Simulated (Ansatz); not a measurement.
**BCl⁺, quartet: the ladder up to full CI**

Geometry: that of the BCl, triplet, kept fixed. The doublet lies 5.2 eV lower here.

```xyz
2

B     0.0000    0.0000    0.0000
Cl    0.0000    0.0000    1.6966
```

Basis 6-31G; Ansatz 0.2.0. Only valence electrons are correlated (noble-gas cores frozen), which leaves 9 electrons in 16 orbitals. R marks a restricted (for open shells ROHF) determinant, U an unrestricted one. Active spaces: valence = (9e, 8o) chosen from the atoms' valence shells.

Full CI is exact within this basis and frozen core; it isn't the basis-set limit. The frozen core follows each run's orbitals, which can shift R against U totals by a few meV.

For open shells CISD and CISDTQ are restricted-active-space CI with the open shells as a complete middle space. The determinant fills πx and πy unequally, so it is a mixture of Σ and Δ, which weighs on every level built on one determinant.

* UHF ⟨S²⟩: 3.752
* T1 diagnostic (RCCSD): 0.0158
* largest doubles amplitude (RCCSD): 0.269
* T1 diagnostic (UCCSD): 0.0139

| level | E − E(RHF) (eV) |
| --- | --- |
| UHF | -0.0191 |
| RMP2 | -1.0724 |
| UMP2 | -1.0774 |
| RCCSD | -1.4119 |
| UCCSD | -1.4123 |
| RCCSD(T) | -1.4788 |
| UCCSD(T) | -1.4795 |

Q: Estimate how far full CI in 6-31G lies from RCCSD(T). The table doesn't fix it; the size of (T) and the diagnostics are the guide.

A: Full CI in 6-31G lies 11.9 kJ/mol below RCCSD(T), which is 184 % of the (T) step (-6.5 kJ/mol). More than one determinant leads, and the rest is a large part of (T). The miss exceeds 1 kcal/mol.

The other levels:

```tsv
level	E − E(full CI) (kJ/mol)	share of correlation (%)	wall time
CISD	19.6	87.30	0.66 s
BCCD(T)	11.9	92.31	0.96 s
RCCSDT*	0.7	99.55	–
UCCSDT*	0.7	99.55	–
CISDTQ	0.4	99.72	4.5 s
RCCSDT(Q)*	-0.2	100.10	3.5 s
UCCSDT(Q)*	-0.2	100.15	3 s
RCCSDTQ*	0.0	100.02	27 s
UCCSDTQ*	0.0	100.02	27 s
CASSCF (valence space)	83.9	45.74	–
NEVPT2 (valence space)	22.5	85.41	1.3 s
NEVPT4(SD) (valence space)	2.7	98.27	1.8 s
MRCISD (valence space)	2.0	98.74	–
MRCISD+Q (valence space)	0.5	99.65	1.9 s
```

An asterisk marks runs whose energy the program itself flagged as in doubt.

The correlation energy at full CI, counted from RHF, is -1.602 eV. That run took 11 s on 1 thread of Arm Neoverse V2, shared host over 1,120,064 determinants.

Times hold each run's SCF and search for its determinant on a shared host, so for small cases they say little of a method's own cost; they ran on 1 thread of Arm Neoverse V2.

The full-CI state has the irrep A1 of C2v, in the program's axes (one component, if the state is degenerate).

Natural occupations of full CI about the gap: 1.993 1.973 1.492 1.488 0.997 0.507 0.503 0.021 0.006 0.006; effectively unpaired electrons, Σ n²(2−n)², 3.30. No single determinant describes this state well, so single-reference rows can miss without a flag.
